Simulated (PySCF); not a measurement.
Compound: C₅H₉N.
Geometry (GFN2-xTB, Å), atoms numbered from 1 in this order:
```xyz
15
C5H9N angstrom
C      0.7625   -1.2839    2.3197
N      0.4408   -0.7427    1.3425
C      0.0509   -0.0863    0.1557
C     -0.8362    1.1029    0.5364
C      1.3168    0.3896   -0.5636
C     -0.7227   -1.0851   -0.7104
H     -1.1534    1.6297   -0.3600
H     -1.7185    0.7609    1.0734
H     -0.2901    1.7940    1.1752
H      1.0496    0.9006   -1.4853
H      1.8767    1.0758    0.0686
H      1.9571   -0.4567   -0.8045
H     -1.0384   -0.6073   -1.6345
H     -0.0962   -1.9408   -0.9538
H     -1.6035   -1.4427   -0.1812
```

The calculation used TDDFT wB97X-D/def2-SVPD, vertical, gas phase, core orbitals frozen in the response (PySCF 2.14.0, density-fitted response routines).

Transition dipole moments from the ground state, in atomic units and in the frame of the coordinates above (overall signs are arbitrary), for the states with f of 0.002 or more among the lowest 8:

| state | E (eV) | μx | μy | μz |
| --- | --- | --- | --- | --- |
| S2 | 8.246 | -0.474 | -0.298 | -0.009 |
| S3 | 8.246 | -0.254 | 0.397 | 0.303 |
| S4 | 8.431 | 0.150 | 0.012 | -0.043 |
| S5 | 8.432 | -0.009 | -0.139 | -0.074 |
| S6 | 9.014 | -0.128 | 0.217 | -0.392 |
| S7 | 9.258 | -0.527 | -0.208 | 0.057 |
| S8 | 9.260 | -0.148 | 0.459 | 0.302 |

Work out the oscillator strengths.

f = (2/3) ΔE |μ|² with ΔE in hartree (27.2114 eV).

| state | \|μ\|² (au) | \|μ\| (D) | f |
| --- | --- | --- | --- |
| S2 | 0.314 | 1.42 | 0.063 |
| S3 | 0.314 | 1.42 | 0.063 |
| S4 | 0.025 | 0.40 | 0.005 |
| S5 | 0.025 | 0.40 | 0.005 |
| S6 | 0.217 | 1.18 | 0.048 |
| S7 | 0.324 | 1.45 | 0.074 |
| S8 | 0.324 | 1.45 | 0.073 |

What is the point group, and which symmetry does each of these states have?

C3v. The ground state is totally symmetric, so the direction of μ fixes the label. Polarised along the main axis, so A1: S6. Polarised across the main axis, so E: S2, S3, S4, S5, S7 and S8.

Which bond between heavy atoms lies closest to the direction of the S6 transition dipole?

N2–C3 and C1–N2, at 0° from it; next C3–C5, C3–C4 and C3–C6 at 72°.

What peak molar absorption coefficient would the strongest computed level give as a lone Gaussian band 0.3 eV wide at half height?

ε(max) = 2.175×10⁸ f / FWHM, with the width in cm⁻¹. S7/S8 (f summed): 2.175×10⁸ × 0.1471 / 2420 ≈ 13000 L mol⁻¹ cm⁻¹.

S2/S3, S4/S5 and S7/S8 coincide within about 0.01 eV; within a degenerate level the directions of the single components are arbitrary.

Hardware: Arm Neoverse V1, one thread, no GPU (shared host). Cost: 30 s.
